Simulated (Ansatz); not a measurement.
`CC(F)(Cl)Cl` → `FC(Cl)Cl` + `[CH2]` (triplet) at 700 K and 1 bar (formal loss of a carbene).

Isolated molecules relaxed with PBE0-D4/def2-TZVP in Ansatz; ΔE leaves out vibrations. CCSD(T)/CBS adds triple-zeta CCSD(T) − MP2 to the extrapolated MP2 energy (def2 sets, frozen cores). This one scheme is used for every species. Triplets are unrestricted, without spin–orbit coupling.

| species | CCSD(T)/CBS energy (Eh) | H − E (kJ/mol) | S (J/(mol·K)) |
| --- | --- | --- | --- |
| `CC(F)(Cl)Cl` | -1097.25476 | 190.9 | 410.9 |
| `FC(Cl)Cl` | -1057.98381 | 100.6 | 355.7 |
| `[CH2]` (triplet) | -39.09499 | 70.4 | 226.8 |

H − E and S are ideal-gas, rigid-rotor, harmonic terms from PBE0-D4/def2-TZVP, with the whole ground term of open shells counted as degenerate. 1 Eh = 2625.50 kJ/mol, R = 8.31446 J/(mol·K).

Question: By hand: ΔE, ΔH, ΔS and ΔG.

Answer: ΔE = (-1057.98381) + (-39.09499) − (-1097.25476) = 0.17596 Eh = 462.0 kJ/mol. Δ(H − E) = 100.6 + 70.4 − 190.9 = -19.9, so ΔH = 442.1 kJ/mol. ΔS = 355.7 + 226.8 − 410.9 = 171.6 J/(mol·K). ΔG = 442.1 − 700 × (171.6)/1000 = 322.0 kJ/mol.

Question: By hand: the equilibrium constant, and the temperature at which ΔG would vanish if ΔH and ΔS stayed fixed.

Answer: log₁₀ K = −ΔG/(RT ln 10) = -24.0. ΔG = 0 at ΔH/ΔS = 2576 K, far beyond where these terms or the molecules hold.

The number of gas molecules changes by +1, which sets the sign of ΔS. A doubt of 5 kJ/mol in ΔE shifts log₁₀ K by 0.4 here. A triplet takes part, so the spin changes. These are equilibria of isolated gas molecules and say nothing of rates. Largest T1 diagnostic: 0.011 (customary marks: 0.02 for closed shells, 0.045 for open ones).
